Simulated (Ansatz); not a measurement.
C4H3FO (`Fc1ccco1`), 9 atoms. Charge 0, multiplicity 1. All runs use 4 threads of an Arm Neoverse N1 on a shared host. Correlated methods freeze the cores.

Task: Give the basis size and wall time and peak host memory of each of these runs in Ansatz. RKS PBE0-D4/def2-QZVPP energy; RKS revPBE-D4/def2-TZVPP energy; RKS ωB97M-V/def2-QZVPP energy; RKS ωB97M-V/def2-SVP energy; RKS PBE0-D4/def2-SVP energy; RKS PBE0-D4/def2-TZVP frequencies; RKS PBE0-D4/def2-TZVP relaxation (5 steps); RHF-CCSD(T)/def2-SVP energy; RKS ωB97M-V/def2-TZVPP energy and forces; RKS PBE-D4/def2-TZVPP energy and forces; RHF-CCSD(T)/def2-TZVPP energy; RKS BLYP-D4/def2-TZVPP energy. (An estimate is asked.)

Result: Computed: Other jobs shared the machine, so times are rough.

| level | job | functions | wall time | peak host memory (GiB) |
| --- | --- | --- | --- | --- |
| RKS PBE0-D4/def2-SVP | energy | 99 | 1.4 s | 0.19 |
| RKS revPBE-D4/def2-TZVPP | energy | 228 | 2.6 s | 0.26 |
| RKS BLYP-D4/def2-TZVPP | energy | 228 | 2.6 s | 0.26 |
| RKS PBE-D4/def2-TZVPP | energy and forces | 228 | 3.3 s | 0.26 |
| RKS ωB97M-V/def2-SVP | energy | 99 | 5 s | 0.27 |
| RHF-CCSD(T)/def2-SVP | energy | 99 | 8 s | 0.46 |
| RKS PBE0-D4/def2-QZVPP | energy | 432 | 9 s | 1.2 |
| RKS ωB97M-V/def2-TZVPP | energy and forces | 228 | 14 s | 0.72 |
| RKS ωB97M-V/def2-QZVPP | energy | 432 | 23 s | 1.6 |
| RKS PBE0-D4/def2-TZVP | relaxation (5 steps) | 204 | 27 s | 0.47 |
| RKS PBE0-D4/def2-TZVP | frequencies | 204 | 3 min | 0.5 |
| RHF-CCSD(T)/def2-TZVPP | energy | 228 | 3.3 min | 4.3 |
